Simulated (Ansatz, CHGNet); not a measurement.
## Anatase TiO₂ (metastable phase): properties by level of theory

Reference values: lattice constant a 3.784 Å (measured, room temperature, no zero-point or thermal correction; as tabulated in Horn, Schwerdtfeger, Meagher, Refinement of the structure of anatase at several …); lattice parameter c 9.514 Å (measured, room temperature, not corrected to a static lattice; as tabulated in Horn, Schwerdtfeger, Meagher, Refinement of the structure of anatase at several …).

| level (code) | lattice parameter a (Å) | c axis length (Å) |
|---|---|---|
| CHGNet-r²SCAN | ? | 9.547 |
| PBEsol-D3(BJ) (Ansatz) | 3.762 | 9.443 |
| r²SCAN-D4 (Ansatz) | 3.771 | 9.553 |

What belongs in the gaps?


- CHGNet-r²SCAN, lattice parameter a (Å): 3.794

Differences from the reference values (errors of the level alone only where the reference is corrected to a static lattice):

```tsv
level	lattice constant a (%)	lattice parameter c (%)
CHGNet-r²SCAN	+0.26	+0.35
PBEsol-D3(BJ)	-0.58	-0.75
r²SCAN-D4	-0.34	+0.41
```

Nearest: lattice constant a, not ranked (reference at room or unstated temperature); lattice parameter c, not ranked (reference at room or unstated temperature).

Machine-learned potentials (CHGNet-r²SCAN) are trained on DFT data: a solid inside that data is no test of them.

Ansatz's density-functional and Hartree–Fock values are scalar-relativistic unless marked +SOC, with PAW data made under PBE.

Differences are worked out from the printed values.

Ansatz is a quantum-chemistry and plane-wave program.
